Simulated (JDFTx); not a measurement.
System: ethylene, C2H4 (SMILES C=C), charge 0, multiplicity 1; geometry: optimised with GFN2-xTB in vacuum (no frequencies checked; largest PBE force component 0.5 eV/Å). Z-matrix (Å, degrees):
```
C
C 1 1.3164
H 2 1.0777 1 121.98
H 1 1.0778 2 122.13 3 0.04
H 2 1.0778 3 116.00 1 -179.89
H 1 1.0782 4 115.93 2 179.79
```

All numbers are PBE, GBRV ultrasoft potentials, plane waves to 20/100 Ha results from a modified build of JDFTx, not measurements. Liquid: CANDLE, water, 1 M KF. The liquid run sits in a periodic box with 3.75 Å from the outermost atoms to the faces; the vacuum run is isolated. The box matters at about 0.01 eV. Solvation energy here means the total energy in the continuum liquid minus that in vacuum, same nuclei, nothing added for thermal motion or standard states.

| Property | Value |
|---|---|
| solvation energy | -0.5 kcal/mol |
| part: cavitation term of the fluid | 7.7 kcal/mol |
| part: dispersion term of the fluid | -6.4 kcal/mol |
| part: electrostatic term of the fluid | -2.0 kcal/mol |
| part: distortion of the solute's electrons | 0.3 kcal/mol |
| highest occupied level in vacuum (zero: vacuum level) | -6.83 eV |
| highest occupied level in the liquid (zero: bulk electrolyte) | -6.70 eV |
| volume of the model's cavity | 151.6 Å³ |
| rough cost, vacuum and liquid run | 90 s and 80 s of core time |
